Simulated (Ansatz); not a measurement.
SiMe2 (C2H6Si), relaxed as a singlet with RKS B3LYP-D4/def2-TZVP in Ansatz, starting from the GFN2-xTB geometry. Force threshold 0.02 eV/Å.

The restricted singlet is unstable towards broken spin symmetry at other levels; at B3LYP-D4/def2-TZVP this wasn't settled.

Start:

```xyz
9

Si   -0.8081    0.5666    0.8289
C     0.2813    1.3166   -0.5710
H    -0.0084    0.9299   -1.5488
H     1.3366    1.0823   -0.4268
H     0.1939    2.4007   -0.6145
C    -0.3258   -1.2858    0.6158
H     0.7337   -1.4440    0.8202
H    -0.5190   -1.6382   -0.3980
H    -0.8842   -1.9280    1.2943
```

Q: Estimate the energy that the relaxation releases and the steps that it takes.

A: 0.4 kcal/mol, in 4 steps; 3.5 s on 4 threads of Arm Neoverse V1 on a shared host. No frequencies were taken in this run, so the end may be a saddle point.

Q: Does the start keep its bonding and symmetry?

A: By distances, no bond broke or formed. The bond that changes most is Si1–C6, from 1.93 to 1.91 Å (atoms count from 1). Point group C2 at the start, C2 at the end, both within 0.05 Å.

Q: Predict the relaxed structure.

A: 
```tsv
atom	x (Å)	y (Å)	z (Å)
Si1	-0.819	0.572	0.836
C2	0.271	1.298	-0.551
H3	-0.029	0.873	-1.517
H4	1.320	1.015	-0.404
H5	0.210	2.384	-0.621
C6	-0.331	-1.257	0.609
H7	0.744	-1.374	0.796
H8	-0.499	-1.580	-0.425
H9	-0.868	-1.931	1.276
```
Bond lengths: 2 × C–Si 1.91 Å; 6 × C–H 1.09 to 1.10 Å.
